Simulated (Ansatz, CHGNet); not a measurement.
**Ladder of methods for the formation enthalpy of rock-salt LiCl**

Reference value: -2.12 eV/atom (measured, 298 K, not corrected to a static lattice; as tabulated in Zhang et al. (2018), doi:10.1038/s41524-018-0065-z).

| level (code) | value (eV/atom) | difference (eV/atom) |
|---|---|---|
| CHGNet-r²SCAN (CHGNet) | -2.123 | -0.003 |
| LDA (Ansatz) | -2.036 | +0.084 |
| PBE (Ansatz) | -1.852 | +0.268 |
| PBE-D3(BJ) (Ansatz) | -1.986 | +0.134 |
| r²SCAN (Ansatz) | -2.071 | +0.049 |

Leaving aside CHGNet-r²SCAN, which can be fitted to such values or carry a doubt: The best agreement in this table is that of r²SCAN (+0.049 eV/atom). PBE (+0.268 eV/atom) misses by most. Within 0.1 eV/atom: LDA, r²SCAN. All 4 levels lie above the reference.

The reference has no zero-point or thermal correction, while the calculations are for a static lattice, so the differences are not the levels' errors alone.  CHGNet-r²SCAN: a reference is a gas molecule, outside the model's training data. Each level is taken at its own relaxed cell. Ansatz's density-functional and Hartree–Fock values are scalar-relativistic unless marked +SOC, with PAW data made under PBE.

Machine-learned potentials (CHGNet-r²SCAN) are trained on DFT data, which may include these solids.

Differences are worked out from the printed values.

Ansatz is a quantum-chemistry and plane-wave program.
